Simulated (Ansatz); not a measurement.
Results of PBEsol in Ansatz (PAW) for BiOBr (P4/nmm, No. 129).

Numerical settings: plane-wave cutoff 520 eV, 10×10×4 k mesh (along the axes of the cell as run), Fermi–Dirac smearing 0.01 eV, scalar-relativistic PAW data made under PBE.

Cell (measured lattice):

```
CELL_PARAMETERS angstrom
      3.91600     0.00000     0.00000
      0.00000     3.91600     0.00000
      0.00000     0.00000     8.07700
ATOMIC_POSITIONS crystal
  Bi 0.00000 0.50000 0.15400
  Bi 0.50000 0.00000 0.84600
  O  0.00000 0.00000 0.00000
  O  0.50000 0.50000 0.00000
  Br 0.00000 0.50000 0.65300
  Br 0.50000 0.00000 0.34700
```

Problem. Give the computed band gap, smallest direct gap on the k points sampled and Γ–Γ gap.

Solution. 
- band gap = 2.07 eV
- smallest direct gap on the k points sampled = 2.27 eV
- Γ–Γ gap = 3.01 eV

Note: cell and atoms aren't relaxed at this level (largest force component 0.15 eV/Å).

Spin–orbit coupling is not included; with these elements it can move the gap by several tenths of an eV or more.

The computed numbers hold no vibrational or temperature effects.

It cost very roughly 70 core-seconds of CPU time.

Ansatz is a program for electronic structure.
